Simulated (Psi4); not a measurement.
**U-wB97X-D/def2-TZVPP (density fitting, sweep point 1) run of CF3 (trifluoromethyl radical)**

Aim: the energy of CF3 (trifluoromethyl radical). Input form: a Python script.

The results are computed with Psi4 1.11.

5 further runs of the same task are left out: 5 set aside as unsound or not needed.

**1. The structure to begin with**

CF3 has 4 atoms, charge 0, and is taken as a doublet. As SMILES, `F[C](F)F`. The coordinates come from a PBE0-D4/def2-TZVP relaxation.

Bond lengths: F1–C2 1.313 Å, C2–F3 1.313 Å, C2–F4 1.313 Å. Angles: F1–C2–F3 111.4°, F1–C2–F4 111.4°, F3–C2–F4 111.4°.

**2. The energy at U-wB97X-D/def2-TZVPP (density fitting, sweep point 1)**

Contents of run.py:

```python
import psi4

psi4.set_memory(1600000000)
psi4.set_num_threads(1)
psi4.core.set_output_file('run.log', False)

molecule = psi4.geometry("""
0 2
F     -1.227500     0.024900     0.265400
C     -0.039500    -0.059500    -0.286700
F      0.658900    -1.044900     0.227300
F      0.608100     1.079500    -0.205900
units angstrom
symmetry c1
""")

psi4.set_options({
    'basis': 'def2-TZVPP',
    'reference': 'uks',
    'scf_type': 'df',
    'guess': 'sad',
})

result = psi4.energy('wb97x-d')
print(f'wb97x-d energy: {result:.10f} Eh')
```

Started as:

```sh
$ python run.py
```

What values should one expect? Wanted: total energy; dipole moment; HOMO energy; LUMO energy; dispersion energy; ⟨S²⟩.

**Answer.** As computed:

At U-wB97X-D/def2-TZVPP (density fitting, sweep point 1):

| quantity | value |
| --- | --- |
| total energy | -337.62084 Eh |
| dipole moment | 0.25 D |
| HOMO energy (highest over α and β) | -9.74 eV |
| LUMO energy (lowest over α and β) | -0.64 eV |
| dispersion energy | -0.47 kJ/mol |
| ⟨S²⟩ | 0.752 |
